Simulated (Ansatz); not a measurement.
# SiN (doublet): from Hartree-Fock to the top rungs, cc-pVDZ

The task here is to estimate one member of a computed series from the others.

The runs use Ansatz 0.2.0, Gaussian basis; cc-pVDZ, core rule «outside noble gas», up to 6 orbitals frozen.

The runs, in order: UHF; CCSD(T) on ROHF; CCSD(T) on UHF; BCCD(T) on ROHF; CISD; CCSDT(Q) on ROHF; CCSDT(Q) on UHF; CASSCF and MRCISD+Q, 9 electrons in 8 orbitals; CASSCF and NEVPT2, 9 electrons in 8 orbitals.

15 further runs of the same task are left out: 4 that didn't finish, 11 set aside as unsound or not needed.

## What is computed

The geometry is a PBE0/def2-TZVP stationary point (not a proven minimum) of the parent state, kept for this charge and spin.

2 atoms, charge 0, spin multiplicity 2.

Atoms are counted from 1 here; the program's logs count them from 0.

Bond lengths: Si1–N2 1.889 Å.

The first run:

in.yaml reads:

```yaml
crystal:
  periodic: [false, false, false]
  atoms:
    - {symbol: Si, position_ang: [0.000000, 0.000000, 0.000000]}
    - {symbol: N, position_ang: [0.000000, 0.000000, 1.889128]}
basis:
  gaussian: {orbitals: cc-pVDZ}
magnetization: {spin_polarized: true, initial_magnetization: 1}
hamiltonian: {xc: hf}
output: {orbitals: {seedname: orbitals}}
```

The run is started by

```sh
ansatz run in.yaml --threads 1 --pin off --events-out ev --progress --plain --max-ram 2393MiB
```

Among the steps run: UHF; CCSD(T) on ROHF; CCSD(T) on UHF; BCCD(T) on ROHF; CISD; CCSDT(Q) on ROHF; CCSDT(Q) on UHF; CASSCF and MRCISD+Q, 9 electrons in 8 orbitals; CASSCF and NEVPT2, 9 electrons in 8 orbitals.

One table of the session follows, with a row left open; its other results are not shown here.

```
          method  from RCCSDT(Q) (kcal/mol)
            ROHF                    +171.36
             UHF                    +142.95
            RMP2                     +25.25
            UMP2                     +41.73
            CISD                     +25.54
           RCCSD                     +11.63
           UCCSD                          ?
        RCCSD(T)                      +2.31
        UCCSD(T)                      +3.89
         BCCD(T)                      +2.68
          RCCSDT                      +1.23
          UCCSDT                      +0.97
       RCCSDT(Q)                          0
       UCCSDT(Q)                      -0.45
  CASSCF valence                     +95.08
  NEVPT2 valence                     +20.47
  MRCISD valence                      +6.36
MRCISD+Q valence                      +0.41
```

Q: Estimate the row for UCCSD from the others.

The run gave: from RCCSDT(Q) (kcal/mol): +10.52. In the column «from RCCSDT(Q) (kcal/mol)» it lies between MRCISD valence (+6.36) and RCCSD (+11.63).

Among the levels timed on like hardware and quicker than the yardstick, those that no quicker one beats, quickest first: CISD (1.5 s, +25.54 kcal/mol); NEVPT2 valence (3.3 s, +20.47 kcal/mol); BCCD(T) (4 s, +2.68 kcal/mol); MRCISD+Q valence (4.1 s, +0.41 kcal/mol).

Limits of these values: The determinant is far from a pure spin state, so its energy mixes those of several spin states (harmless only where they are near-degenerate, as at dissociation). Warnings: spin contamination; large T1 diagnostic. Restricted and unrestricted rows rest on different reference determinants; where their highest levels disagree by more than a few hundredths of an eV, they describe different states and don't form one ladder.
